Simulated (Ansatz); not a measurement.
**B₂+ (doublet): the correlation ladder at distance B1–B2 = 1.563 Å, cc-pVTZ**

Aim: climb from Hartree-Fock through coupled cluster and multireference methods for B₂+ (doublet) at one geometry and basis, and see what each rung misses.

Method: cc-pVTZ, core rule «outside noble gas», up to 2 orbitals frozen; program: Ansatz 0.2.0, Gaussian basis.

Plan: UHF; CCSD(T) on ROHF; CCSD(T) on UHF; BCCD(T) on ROHF; CISD as a restricted active space (open shells left free, so some higher excitations enter); CCSDT(Q) on ROHF; CCSDT(Q) on UHF; CASSCF and MRCISD+Q, 3 electrons in 3 orbitals; CASSCF and NEVPT2, 3 electrons in 3 orbitals; CASSCF and MRCISD+Q, 5 electrons in 8 orbitals; CASSCF and NEVPT2, 5 electrons in 8 orbitals; Full CI.

16 further runs of the same task are left out: 13 that didn't finish, 3 set aside as unsound or not needed. Runs told in other sessions of the task aren't counted.

### Step 1. What is computed

The geometry derives from a PBE0/def2-TZVP stationary point (not a proven minimum). One bond is set to the value named and the two fragments are kept rigid.

2 atoms, charge 1, spin multiplicity 2.

Atoms are counted from 1 here; the program's logs count them from 0.

Bond lengths: B1–B2 1.563 Å.

### Step 2. UHF

The input, in.yaml:

```yaml
crystal:
  periodic: [false, false, false]
  atoms:
    - {symbol: B, position_ang: [0.000000, 0.000000, 0.000000]}
    - {symbol: B, position_ang: [0.000000, 0.000000, 1.563000]}
basis:
  gaussian: {orbitals: cc-pVTZ}
total_charge: 1
magnetization: {spin_polarized: true, initial_magnetization: 1}
hamiltonian: {xc: hf}
output: {orbitals: {seedname: orbitals}}
```

Launch:

```sh
$ ansatz run in.yaml --threads 1 --pin off --events-out ev --progress --plain --max-ram 2393MiB
```

The runs that follow: CCSD(T) on ROHF; CCSD(T) on UHF; BCCD(T) on ROHF; CISD as a restricted active space (open shells left free, so some higher excitations enter); CCSDT(Q) on ROHF; CCSDT(Q) on UHF; CASSCF and MRCISD+Q, 3 electrons in 3 orbitals; CASSCF and NEVPT2, 3 electrons in 3 orbitals; CASSCF and MRCISD+Q, 5 electrons in 8 orbitals; CASSCF and NEVPT2, 5 electrons in 8 orbitals; Full CI.

Q: Predict the results of all the runs planned. Wanted: FCI from the RHF energy; RMP2 from FCI; UMP2 from FCI; RCCSD from FCI; RCCSD(T) from FCI; UCCSD(T) from FCI; RCCSDT(Q) from FCI; UCCSDT(Q) from FCI; NEVPT2 pair from FCI.

The runs gave:

| quantity | value |
| --- | --- |
| FCI from the ROHF energy | -5.0388 eV |
| RMP2 from FCI | +1502.7 meV |
| UMP2 from FCI | +1184.3 meV |
| RCCSD from FCI | +427.2 meV |
| RCCSD(T) from FCI | +57.9 meV |
| UCCSD(T) from FCI | +224.2 meV |
| RCCSDT(Q) from FCI | +1.4 meV |
| UCCSDT(Q) from FCI | -2.8 meV |
| NEVPT2 pair from FCI | +916.2 meV |
| MRCISD+Q pair from FCI | +81.5 meV |
| NEVPT2 valence from FCI | +309.5 meV |
| levels within 1 kcal/mol (43 meV) | RCCSDT, UCCSDT, RCCSDT(Q), UCCSDT(Q), MRCISD+Q valence |
| T1 diagnostic | 0.043 |
| effectively unpaired electrons | 1.80 |

RCCSD(T) misses by +57.9 meV, 1.1 % of the correlation energy. CCSD(T) misses by +57.9 meV on the restricted determinant and by +224.2 meV on the unrestricted one; the two need not hold the same state or core. UCCSDT(Q) falls below full CI: unrestricted runs freeze a spin-polarised core, another one than full CI's, and coupled cluster isn't variational. The occupations show strong static correlation (1.8 unpaired electrons where one determinant has 1). Coupled cluster on one determinant still stays close here. Of the multireference levels listed MRCISD+Q valence comes nearest in total energy (+12.1 meV), which doesn't show that its space is the better one. Coupled cluster took another determinant than the lowest Hartree-Fock one. These misses are within one basis, not against nature; the frozen cores of restricted and unrestricted runs differ, which can shift their rows.

Levels on UHF freeze UHF's core orbitals, full CI those of ROHF, so the U rows can settle a little off it for that reason alone.

With open shells the CI space here admits some higher excitations, so it is larger than plain CISD.
